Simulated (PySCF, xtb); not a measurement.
H3Si, SMILES [SiH3] (connectivity only; charge and spin as stated), charge +1, multiplicity 1.

Harmonic wavenumbers (cm⁻¹) from GFN2-xTB in xtb at its own minimum, in rising order: 671, 671, 740, 2311, 2316, 2318.

Question: What does B3LYP-D3(BJ)/def2-TZVPD run with PySCF give at its own minimum? (The exact figures need the calculation; the answer reports its results.)

Answer: 840, 945, 945, 2270, 2350, 2350. Paired by order, the mean absolute difference is 126 cm⁻¹ and the zero-point energies are 12.9 and 13.9 kcal/mol.
